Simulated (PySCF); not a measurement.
Compound: hydroxy acetaldehyde, C₂H₄O₂.
SMILES: `O=CCO`

Torsions of this conformer, `[O:1]=[CH:2][CH2:3][OH:4]`: O1–C2–C3–O4 0°, H–O4–C3–C2 0°.

The closed-shell ground state was solved at several levels (PySCF, density fitting, gas phase, non-relativistic). The structure is a single PBE0-D3(BJ)/def2-SVP conformer in the gas phase; no vibrational or solvent corrections.

```tsv
level	basis functions	HOMO (eV)	LUMO (eV)	gap (eV)	dipole (D)
PBE0/aug-cc-pVTZ	276	-8.22	-1.21	7.01	2.48
B3LYP/def2-SVPD	118	-8.09	-1.57	6.52	2.57
KT2/pcSseg-2	200	-6.78	-2.27	4.51	2.33
PBE0/def2-TZVPD	190	-8.22	-1.20	7.02	2.48
B3LYP/pcJ-1	148	-7.91	-1.38	6.53	2.50
CAM-B3LYP/def2-SVPD	118	-9.81	-0.06	9.75	2.67
PBE0/pcSseg-1	88	-8.20	-1.09	7.11	2.54
PBE/def2-SVPD	118	-6.70	-2.45	4.25	2.40
PBE0/aug-cc-pVDZ	128	-8.20	-1.20	7.00	2.50
PBE0/def2-SVPD	118	-8.30	-1.27	7.03	2.56
PBE0/def2-SVP	76	-8.01	-0.95	7.06	2.32
```

Task: Estimate the row for PBE0/6-31G*, a basis of 64 functions; the other rows only guide the guess.

Result: HOMO -7.92 eV, LUMO -0.80 eV, gap 7.12 eV, dipole 2.30 D.

Task: Over all these levels, which gives the widest orbital gap and which the narrowest?

Result: CAM-B3LYP/def2-SVPD (range-separated hybrid) has the widest, 9.75 eV, and PBE/def2-SVPD (GGA) the narrowest, 4.25 eV. The two share the basis. From the narrowest to the widest the HOMO moves by -3.11 eV and the LUMO by +2.39 eV.

Task: How much does the basis alone move the frontier levels among the 7 PBE0 rows (the withheld one included)?

Result: The HOMO by 0.38 eV and the LUMO by 0.47 eV. By rising basis size (HOMO, LUMO in eV): 6-31G* -7.92, -0.80; def2-SVP -8.01, -0.95; pcSseg-1 -8.20, -1.09; def2-SVPD -8.30, -1.27; aug-cc-pVDZ -8.20, -1.20; def2-TZVPD -8.22, -1.20; aug-cc-pVTZ -8.22, -1.21.

Task: In the def2-SVPD basis, how does the gap go with the fixed share of exact exchange?

Result: PBE (0 %) 4.25 eV; B3LYP (20 %) 6.52 eV; PBE0 (25 %) 7.03 eV. Each rise in the share widens the gap here.

Task: How far do the dipole and the HOMO energy spread over the levels?

Result: The dipole runs from 2.30 to 2.67 D (mean 2.47 D) and the HOMO from -9.81 to -6.70 eV.
